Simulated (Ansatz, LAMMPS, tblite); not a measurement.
How well does each level of theory give the lattice parameter a of wurtzite CdS?

Reference value: 4.136 Å (measured, temperature not stated, not corrected to a static lattice; as tabulated in Biswas et al. (2022), arXiv:2106.08875).

**Question.** Put these levels in order of the lattice parameter a that they give for wurtzite CdS, smallest first: GFN1-xTB (tblite), PBE-D3(BJ) (Ansatz, a first-principles code), ionic model grunwald2012 (rigid ions, LAMMPS).

**Answer.** PBE-D3(BJ) (4.143 Å), ionic model grunwald2012 (4.161 Å), GFN1-xTB (4.264 Å)

Differences against the reference: ionic model grunwald2012 +0.60 %, GFN1-xTB +3.09 %, PBE-D3(BJ) +0.17 %.

The reference isn't brought to a static lattice, while the calculations are for one, so the differences are not the levels' errors alone.  GFN1-xTB: the method was fitted mainly to molecules. GFN1-xTB: the gap of the solid is closed in this run. GFN1-xTB: the run uses a supercell at the zone centre in place of a k mesh. Ansatz's density-functional and Hartree–Fock values are scalar-relativistic unless marked +SOC, with PAW data made under PBE.

Empirical potentials (ionic model grunwald2012) are fitted to chosen data: where that held the value shown, agreement is built in, and what lay outside the fit can be far off.

Differences are worked out from the printed values.
